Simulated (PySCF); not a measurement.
Reaction (SMILES): Cl[C]Cl (closed-shell singlet) + 3 [H][H] (H2) → C (CH4) + 2 Cl (HCl)
B3LYP-D3(BJ)/def2-TZVP geometries, fixed; electronic energies without zero-point terms.

Basis-set convergence of the energy of full hydrogenation at PBE with PySCF. All functions are spherical. Density fitting with generated auxiliary sets. No added dispersion term, no relativity. Functions are those of the species that has most. Reference: the value in def2-QZVPPD, -124.77 kcal/mol, itself unsure by roughly 0.02 kcal/mol (its mean distance from pcseg-3, def2-QZVPP, cc-pV(Q+d)Z). Deviations are taken from unrounded values.

```json
[
 {"basis": "def2-SVP", "functions": "50", "energy of full hydrogenation (kcal/mol)": "-128.02"},
 {"basis": "def2-SVPD", "functions": "74", "energy of full hydrogenation (kcal/mol)": "-135.07"},
 {"basis": "pcseg-1", "functions": "50", "energy of full hydrogenation (kcal/mol)": "-129.37"},
 {"basis": "aug-pcseg-1", "functions": "77", "energy of full hydrogenation (kcal/mol)": "-127.68"},
 {"basis": "cc-pV(D+d)Z", "functions": "60", "energy of full hydrogenation (kcal/mol)": "-124.99"},
 {"basis": "aug-cc-pV(D+d)Z", "functions": "87", "energy of full hydrogenation (kcal/mol)": "-127.36"},
 {"basis": "6-311G**", "functions": "70", "energy of full hydrogenation (kcal/mol)": "-130.21"},
 {"basis": "6-311+G**", "functions": "82", "energy of full hydrogenation (kcal/mol)": "-127.47"},
 {"basis": "pcseg-2", "functions": "98", "energy of full hydrogenation (kcal/mol)": "-125.58"},
 {"basis": "aug-pcseg-2", "functions": "146", "energy of full hydrogenation (kcal/mol)": "-125.40"},
 {"basis": "def2-TZVP", "functions": "105", "energy of full hydrogenation (kcal/mol)": "-122.41"},
 {"basis": "def2-TZVPD", "functions": "129", "energy of full hydrogenation (kcal/mol)": "-123.86"},
 {"basis": "cc-pV(T+d)Z", "functions": "108", "energy of full hydrogenation (kcal/mol)": "-124.89"},
 {"basis": "aug-cc-pV(T+d)Z", "functions": "156", "energy of full hydrogenation (kcal/mol)": "-125.15"},
 {"basis": "def2-TZVPP", "functions": "115", "energy of full hydrogenation (kcal/mol)": "-124.17"},
 {"basis": "def2-TZVPPD", "functions": "139", "energy of full hydrogenation (kcal/mol)": "-125.17"},
 {"basis": "def2-QZVPP", "functions": "197", "energy of full hydrogenation (kcal/mol)": "-124.76"},
 {"basis": "def2-QZVPPD", "functions": "221", "energy of full hydrogenation (kcal/mol)": "-124.77"}
]
```

What the diffuse functions change, pair by pair:
- def2-SVP to def2-SVPD: 24 more functions, deviation -3.26 to -10.30 kcal/mol
- pcseg-1 to aug-pcseg-1: 27 more functions, deviation -4.60 to -2.92 kcal/mol
- cc-pV(D+d)Z to aug-cc-pV(D+d)Z: 27 more functions, deviation -0.22 to -2.59 kcal/mol
- 6-311G** to 6-311+G**: 12 more functions, deviation -5.45 to -2.70 kcal/mol
- pcseg-2 to aug-pcseg-2: 48 more functions, deviation -0.81 to -0.63 kcal/mol
- def2-TZVP to def2-TZVPD: 24 more functions, deviation 2.36 to 0.91 kcal/mol
- cc-pV(T+d)Z to aug-cc-pV(T+d)Z: 48 more functions, deviation -0.12 to -0.38 kcal/mol
- def2-TZVPP to def2-TZVPPD: 24 more functions, deviation 0.60 to -0.40 kcal/mol
- def2-QZVPP to def2-QZVPPD: 24 more functions, deviation 0.01 to 0.00 kcal/mol

Leaving out the reference's own pair, they bring the value nearer the reference by more than 0.02 kcal/mol in 5 of 8 pairs.
